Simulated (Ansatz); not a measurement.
A calculation with Ansatz (development build ahead of 0.2.0).

```yaml
crystal:
  periodic: [false, false, false]
  atoms:
    - { symbol: C, position_ang: [0.02379, 0.0011, -0.01639] }
    - { symbol: C, position_ang: [0.50901, 0.84889, -0.951] }
    - { symbol: O, position_ang: [0.91545, 1.55908, -1.73382] }
basis:
  gaussian: { orbitals: def2-SVP }
magnetization:
  spin_polarized: true
  initial_magnetization: 2
hamiltonian:
  xc: hf
correlation:
  method: mp2
  frozen_orbitals: { C: 1, O: 1 }
output:
  forces: true
```

The input is written out in the form of the current development build from the run's settings.

Results

| Item | Value |
| --- | --- |
| Converged | yes |
| Reference energy | -150.33970 hartree |
| Correlation energy | -0.36560 hartree |
| Total energy | -150.70530 hartree |
| Spin squared of the determinant | 2.052 |
| Stability test | minimum |

Forces (eV/Å):
```
atom      Fx      Fy      Fz
  C1  -0.459  -0.802   0.884
  C2  -0.862  -1.505   1.659
  O3   1.321   2.308  -2.544
```
